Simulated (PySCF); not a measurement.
Structure elucidation problem

Molecular formula: C2H6O3S. Simulated spectra:

1H NMR (600 MHz, computed): δ 3.58 (s, 6H).

13C{1H} NMR (computed): δ 47.3 (CH3, 2C).

[PySCF 2.14.0 with density-fitted response routines: σ from GIAO-PBE0/pcSseg-2; geometry from PBE0-D3(BJ)/def2-TZVP; one computed conformer; non-relativistic Hamiltonian; no solvent; equivalent nuclei averaged]

Referencing at the same level of theory: TMS for 1H (31.52 ppm) and 13C (186.03 ppm).

Which candidate is it?
A. COS(=O)OC
B. COS(C)(=O)=O
C. CCS(=O)(=O)O

Answers

A. 

1. Rings plus π bonds: 0.
2. 1 carbon signal for 2 carbons: some carbons are equivalent by symmetry or fast rotation.
3. Carbon types of the structure: 2 × CH3, which accounts for all hydrogens.
4. δC 47.3: methyl carbon bonded to O; pulled downfield by the heteroatom.
5. δH 3.58: hydrogen on a methyl carbon bonded to O; its carbon carries O, an electronegative neighbour.

The others: COS(C)(=O)=O would give 2 carbon signals, not 1; CCS(=O)(=O)O would give 2 carbon signals, not 1.

Shifts are as computed. Against solution values, carbons near 30 ppm lie about +3 ppm off and those near 130 ppm about +9 ppm. Of 1211 compounds with measured shifts, 218 miss one by over three times the rms of a fit or turn the order of signals round; such compounds aren't used in these exercises.
